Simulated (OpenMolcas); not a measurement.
## How basis sets differ on PH3 (SMILES P)

PH3: 4 atoms, total charge 0, spin state singlet. SMILES: `P`. The coordinates come from a PBE0-D4/def2-TZVP relaxation.

Each level gives the dipole moment (D). The values are calculated.

**The experiment to reproduce.** NIST CCCBDB gives the dipole moment of the gas as 0.58 D.

| level | kind | program | value (D) | computed − measured |
| --- | --- | --- | --- | --- |
| PBE/STO-3G | GGA | OpenMolcas | 0.72 | +0.14 |
| PBE/6-31G* (spherical functions) | GGA | OpenMolcas | 1.10 | +0.52 |
| PBE/def2-SVP | GGA | OpenMolcas | 0.91 | +0.33 |
| PBE/aug-cc-pVTZ | GGA | OpenMolcas | 0.63 | +0.05 |

Nearest: PBE/aug-cc-pVTZ (+0.05 D); farthest: PBE/6-31G* (spherical functions) (+0.52 D). The measured dipole is a vibrational average, so differences of a few hundredths of a debye mean little. Magnitudes only: a small dipole may point the other way at some levels. Sets without polarisation functions give poor dipoles.
